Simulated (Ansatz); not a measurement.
# AsF$_{2}$, doublet in cc-pVDZ: errors against UCCSDT(Q)

Geometry: a PBE0/def2-TZVP stationary point for this spin, not checked as a minimum.

```xyz
3

As    0.0000   -0.3875    0.0000
F     0.0000    0.7641   -1.2906
F     0.0000    0.7641    1.2906
```

Basis cc-pVDZ; Ansatz 0.2.0. Correlated methods freeze the noble-gas cores and the filled d shells of p-block atoms, which leaves 19 electrons in 39 orbitals. R marks a restricted (for open shells ROHF) determinant, U an unrestricted one. Active spaces: valence = (15e, 10o, short of the full valence) chosen from the atoms' valence shells. No spin–orbit coupling is included, and no scalar relativity.

Full CI isn't at hand for all of this; UCCSDT(Q) serves as the reference, and is uncertain by about the last step of the cluster series. The frozen core follows each run's orbitals, which can shift R against U totals by a few meV for light atoms and by up to 0.1 eV past Ca.

The UHF ⟨S²⟩ is 0.766 and the T1 diagnostic (RCCSD) is 0.0193. The largest doubles amplitude (RCCSD) is 0.063. The T1 diagnostic (UCCSD) is 0.0182.

| level | E − E(UCCSDT(Q)) (mEh) | wall time |
| --- | --- | --- |
| UHF | 484.69 | – |
| UMP2 | 22.91 | – |
| UCCSD | 11.48 | – |
| UCCSD(T) | 2.00 | 2 s |
| UCCSDT | 1.34 | – |

Run but not shown, since their state, orbitals or frozen core can't be matched to the reference's or they repeat it: RHF, RMP2, RCCSD, RCCSD(T), BCCD(T), RCCSDT, RCCSDT(Q), CASSCF (valence space), NEVPT2 (valence space), MRCISD (valence space), MRCISD+Q (valence space).

Times hold each run's SCF and search for its determinant on a shared host, so for small cases they say little of a method's own cost; they ran on 1 thread of Arm Neoverse V2.

Natural occupations of CASSCF (valence space) about the gap: 1.996 1.996 1.975 1.974 1.007 0.034 0.028; effectively unpaired electrons, Σ n²(2−n)², 1.01.

Atomization energy (electronic, same basis, no zero-point term; atoms at the same level, unrestricted beside the R rows where the molecule is a closed shell, but restricted open-shell past Ca, as are all atoms' steps beyond CCSDT(Q)) at UCCSDT(Q): 690.9 kJ/mol. Errors of other levels:

```csv
level,error (kJ/mol)
UHF,-286.3
UMP2,43.7
UCCSD,-22.0
UCCSD(T),-3.6
UCCSDT,-2.8
```

This basis is far from its limit, so the value isn't to be set against a measured one.
